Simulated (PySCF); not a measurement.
Species: 2-methylthiazole, C4H5NS.
SMILES: `CC1=NC=CS1`

The closed-shell ground state was solved at several levels (PySCF, density fitting, gas phase, non-relativistic). Isolated species at its PBE0-D3(BJ)/def2-SVP geometry, gas phase.

```json
{"level": "PBE/pcSseg-2", "basis functions": "293", "HOMO (eV)": "-5.97", "LUMO (eV)": "-1.65", "gap (eV)": "4.32", "dipole (D)": "1.17"}
{"level": "CAM-B3LYP/def2-SVPD", "basis functions": "167", "HOMO (eV)": "-8.27", "LUMO (eV)": "0.32", "gap (eV)": "8.59", "dipole (D)": "1.29"}
{"level": "B3LYP/def2-TZVP", "basis functions": "222", "HOMO (eV)": "-6.73", "LUMO (eV)": "-0.90", "gap (eV)": "5.83", "dipole (D)": "1.24"}
{"level": "PBE0/pcSseg-1", "basis functions": "134", "HOMO (eV)": "-7.04", "LUMO (eV)": "-0.72", "gap (eV)": "6.32", "dipole (D)": "1.23"}
{"level": "B3LYP/6-31G*", "basis functions": "98", "HOMO (eV)": "-6.48", "LUMO (eV)": "-0.54", "gap (eV)": "5.94", "dipole (D)": "1.05"}
```

Estimate the row for B3LYP/cc-pVTZ, a basis of 254 functions; the other rows only guide the guess.

HOMO -6.70 eV, LUMO -0.85 eV, gap 5.85 eV, dipole 1.17 D.

Over all these levels, which gives the widest orbital gap and which the narrowest?

CAM-B3LYP/def2-SVPD (range-separated hybrid) has the widest, 8.59 eV, and PBE/pcSseg-2 (GGA) the narrowest, 4.32 eV. Functional and basis both differ between the two, so the spread mixes both effects.

How much does the basis alone move the frontier levels among the 3 B3LYP rows (the withheld one included)?

The HOMO by 0.25 eV and the LUMO by 0.36 eV. By rising basis size (HOMO, LUMO in eV): 6-31G* -6.48, -0.54; def2-TZVP -6.73, -0.90; cc-pVTZ -6.70, -0.85.

How far do the dipole and the HOMO energy spread over the levels?

The dipole runs from 1.05 to 1.29 D (mean 1.19 D) and the HOMO from -8.27 to -5.97 eV.
